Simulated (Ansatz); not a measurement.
This geometry of BH3O + FH (7 atoms, charge 0, multiplicity 1) is a first-order saddle point.

Method: RKS B3LYP/6-31G* in Ansatz.

```xyz
7
Properties=species:S:1:pos:R:3
B 0.041 0.075 0.132
O -0.013 -0.015 1.638
H -0.884 -0.319 1.936
H 1.123 -0.155 -0.306
H -0.959 -0.269 -0.423
F -0.038 1.738 0.335
H -0.057 1.269 1.337
```

**Question.** Which two structures does it join? (They come from a converged band through this point; their orientation in space is the band's.)

**Answer.** Bonds broken: F6–H7. Bonds formed: B1–F6, O2–H7. BH3O + FH becomes BFH4O.

Initial state:

```xyz
7
Properties=species:S:1:pos:R:3
B -0.174 -0.410 -0.021
O -0.478 0.141 1.189
H -1.099 -0.379 1.722
H 0.586 0.202 -0.702
H -0.665 -1.453 -0.339
F 0.773 2.504 1.329
H 0.271 1.718 1.470
```

Final state:

```xyz
7
Properties=species:S:1:pos:R:3
B -0.021 0.309 -0.113
O -0.102 -0.037 1.660
H -1.016 0.168 1.925
H 1.150 0.096 -0.286
H -0.842 -0.487 -0.489
F -0.405 1.626 -0.131
H 0.449 0.647 2.082
```

**Question.** How far does it lie above each of them?

**Answer.** 10.3 kcal/mol above the first and 20.0 kcal/mol above the second. This is the barrier of this one path; another mechanism may lie lower. The orbitals stay closed-shell, which can raise the energy where a bond breaks towards radicals; this wasn't checked here.

Time of the run: 59 s on 1 thread of Intel(R) Xeon(R) 6975P-C (Granite Rapids), with other jobs on the host, peak memory 0.11 GiB.
